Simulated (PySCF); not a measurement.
# Ionisation of `CO[SiH3]` (CH6OSi)

Molecule: `CO[SiH3]` (CH6OSi). Atom numbers as in the mapped SMILES `[CH3:1][O:2][SiH3:3]`.

These are calculated values, ωB97X-D3(BJ)/ma-def2-TZVP in PySCF (grid level 2) at geometries from PBE0-D3(BJ)/def2-SVP. The prefix ma- adds one diffuse s and one diffuse p function on all atoms but H. Thermal corrections: PBE0-D3(BJ)/def2-SVP frequencies, unscaled, ideal gas at 298.15 K and 1 bar, quasi-RRHO entropy.

Frontier levels of the parent: HOMO -10.71 eV, LUMO 1.19 eV.

Oxidation to the radical cation:
- Vertical ionisation energy (electronic): 10.71 eV
- Adiabatic ionisation energy (with zero-point energy): 10.18 eV
- Adiabatic, electronic part: 10.29 eV
- Vertical gap at the product's structure: 9.64 eV
- Inner reorganisation energy (four-point): 1072 meV
- Relaxation of product / of parent: 419 / 653 meV
- ⟨S²⟩ of the product: 0.756
- Largest spin populations: O2 0.72, H (on C1) 0.09, H (on C1) 0.09
- Largest changes of atomic charge: O2 0.44, H (on C1) 0.14, H (on Si3) 0.12, H (on C1) 0.11
- Distances that move most (Å): O2–Si3 1.662 → 1.786; C1–O2 1.399 → 1.357; C1–H 1.101 → 1.122; Si3–H 1.498 → 1.479
- Potential in acetonitrile: 7.71 V absolute, 3.17 V against Fc+/Fc computed at 4.54 V (solvation -7 → -243 kJ/mol)

Solvents are IEF-PCM continua (electrostatics only, gas-phase structures); absolute potentials refer to an electron at rest in vacuum. Fc+/Fc in acetonitrile, 4.54 V, is ωB97X-D3(BJ)/ma-def2-TZVP on PBE0-D3(BJ)/def2-SVP structures with GFN2-xTB thermal terms. Benchmark calculations put it near 5.0 V in acetonitrile and DMSO, so it is about 0.5 V low, and the value against it can read up to that much too high.

Measured values (NIST Chemistry WebBook, evaluated or the median of agreeing entries): vertical ionisation energy 10.61 eV (computed 10.71, difference 0.10).
